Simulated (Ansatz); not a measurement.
# C4H2 (1,3-butadiyne): BLYP/aug-cc-pVDZ

Aim: the vertical singlet–triplet gap of C4H2 (1,3-butadiyne) at BLYP/aug-cc-pVDZ, from 2 runs. 

The calculation is run with Ansatz 0.2.0.

43 further runs of the same task are left out: 16 that didn't finish, 27 set aside as unsound or not needed.

### Step 1. The structure to begin with

C4H2: 6 atoms, total charge 0, spin state singlet. SMILES: `C#CC#C`. The shape is that of a PBE0-D4/def2-TZVP optimisation.

Bond lengths: C1–C2 1.205 Å, C2–C3 1.364 Å, C3–C4 1.205 Å, C1–H5 1.064 Å, C4–H6 1.064 Å. Angles: C1–C2–C3 180.0°, C2–C3–C4 180.0°, C2–C1–H5 180.0°, C3–C4–H6 180.0°.

### Step 2. A single-point energy at BLYP/aug-cc-pVDZ

in.yaml

```yaml
crystal:
  periodic: [false, false, false]
  atoms:
    - {symbol: C, position_ang: [1.419140, -1.102190, 0.574700]}
    - {symbol: C, position_ang: [0.512970, -0.398530, 0.207720]}
    - {symbol: C, position_ang: [-0.513080, 0.398350, -0.207780]}
    - {symbol: C, position_ang: [-1.419150, 1.102170, -0.574710]}
    - {symbol: H, position_ang: [2.219890, -1.723930, 0.898960]}
    - {symbol: H, position_ang: [-2.219770, 1.724120, -0.898890]}
basis:
  gaussian: {orbitals: aug-cc-pVDZ}
hamiltonian: {xc: {name: BLYP}}
accuracy: high
output: {orbitals: {seedname: orbitals}}
```

Started as:

```sh
$ ansatz run in.yaml --threads 1 --pin off --max-ram 3480MiB --events-out events.jsonl --progress --plain --runs-dir runs
```

Log:

```text
Warning: RAYON_NUM_THREADS=1 ignored (pool sized by the plan → 1); use --threads N
Functional definition: BLYP
  name "BLYP"
  parameter beta = 0.0042
  parameter a = 0.04918
  parameter b = 0.132
  parameter c = 0.2533
  parameter d = 0.349
  exchange = b88_x(beta = beta)
  correlation = lyp_c(a = a, b = b, c = c, d = d)
1790 factors; integrals over basis functions are off by at most 2.5e-9 eV
mean field evaluation 1: about -4166.0580 eV, gradient 5.5e1 eV
mean field evaluation 2: about -4154.8106 eV, gradient 8.3e1 eV
mean field evaluation 4: about -4175.3669 eV, gradient 7.9e0 eV
mean field evaluation 8: about -4175.4968 eV, gradient 1.7e-2 eV
mean field evaluation 16: about -4175.4968 eV, gradient 1.5e-6 eV
mean field -4175.49680372 eV, -153.4466772835 hartree, gradient 1.2e-8 eV, S^2 0.000000; 0 other end points of the search recorded, 0 dependent functions left out
reference -4175.49686029 eV, -153.4466793622 hartree; 13, 13 occupied and 97, 97 virtual orbitals, 1790 factors
Total energy: -4175.49686029 eV, -153.4466793622 hartree
```

Wall time 7.8 s (1 thread of Intel Xeon Platinum 8175M at 2.50GHz (Skylake/Cascade Lake), shared host); peak memory 0.26 GiB.

### Step 3. The triplet at the same level

Edit in.yaml of step 2 so:

```diff
@@ -12,3 +12,4 @@
 hamiltonian: {xc: {name: BLYP}}
+magnetization: {spin_polarized: true, initial_magnetization: 2}
+output: {orbitals: {seedname: orbitals}}
 accuracy: high
-output: {orbitals: {seedname: orbitals}}
```

Started as:

```sh
$ ansatz run in.yaml --threads 1 --pin off --max-ram 3480MiB --events-out events.jsonl --progress --plain --runs-dir runs
```

Log, shortened:

```text
Warning: RAYON_NUM_THREADS=1 ignored (pool sized by the plan → 1); use --threads N
[... 2 set-up lines as earlier in the session ...]
[...]
1790 factors; integrals over basis functions are off by at most 2.5e-9 eV
[...]
mean field -4171.41745700 eV, -153.2967640565 hartree, gradient 1.7e-8 eV, S^2 2.004411; 10 other end points of the search recorded, 0 dependent functions left out
reference -4171.41750892 eV, -153.2967659646 hartree; 14, 12 occupied and 96, 98 virtual orbitals, 1790 factors
Total energy: -4171.41750892 eV, -153.2967659646 hartree
```

It took 2.6 min on 1 thread of Intel Xeon Platinum 8175M at 2.50GHz (Skylake/Cascade Lake), shared host; peak memory 0.38 GiB.

### Step 4. What came out

At BLYP/aug-cc-pVDZ:

| quantity | value |
| --- | --- |
| singlet: total energy | -153.44668 Eh |
| singlet: HOMO energy | -6.42 eV |
| singlet: LUMO energy | -1.68 eV |
| singlet: HOMO–LUMO gap | 4.73 eV |
| triplet: total energy | -153.29677 Eh |
| triplet: HOMO energy (highest over α and β) | -2.48 eV |
| triplet: ⟨S²⟩ | 2.004 |
| vertical energy of the triplet above the singlet | 4.079 eV |

At this shape the triplet lies 4.08 eV (94 kcal/mol) above the singlet.
